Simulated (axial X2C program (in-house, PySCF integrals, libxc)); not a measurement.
**SiO: nuclear properties from DFT to coupled cluster**

Calculated with an axial X2C code built on PySCF integrals: two-component X2C with atomic mean-field Coulomb and Gaunt terms, Gaussian nuclei, basis Si dyall-av3z, O dyall-av3z with contracted cores.

R = 1.518 Å (near the PBE0 minimum at charge 0 of the determinant lowest at the starting distance; the state shown can have its own minimum elsewhere); state Ω = 0 (closed shell).

```tsv
level	qzz Si (a.u.)	qzz O (a.u.)	μ (D)
PBE0	-2.06	-0.69	-3.15
HF	-2.37	-0.68	-3.77
B3LYP	-2.07	-0.73	-3.21
```

qzz is the electric field gradient, eQq0 = 234.96 MHz × Q/barn × qzz; μ is positive if the O end (last atom) is positive. The operators were transformed with the bare-nucleus X2C matrices; with these basis sets, hyperfine constants and field gradients can be off by tens of per cent, and where levels differ in sign neither size nor sign is settled.

Finite-field MP2, CCSD and CCSD(T), with 10 electrons correlated in 124 natural virtual spinors (MP2 remainder added):

```json
{"level": "MP2", "qzz Si (a.u.)": "-1.91", "qzz O (a.u.)": "-0.75", "μ (D)": "-2.96"}
{"level": "CCSD", "qzz Si (a.u.)": "-2.02", "qzz O (a.u.)": "-0.71", "μ (D)": "-3.26"}
{"level": "CCSD(T)", "qzz Si (a.u.)": "-1.92", "qzz O (a.u.)": "-0.72", "μ (D)": "-3.06"}
```

T1 = 0.025 (Lee–Taylor). One unrestricted determinant, the lowest of a limited PBE0 search, is the reference; the functionals treat spin collinearly. Correlation of the inner shells is missing, which matters for properties at the nucleus. Number of frozen shells: Si 2 s, 1 p; O 1 s.

By how much does correlation change each value, CCSD(T) against HF?

qzz Si -19 %; qzz O 6 %; μ -19 %.
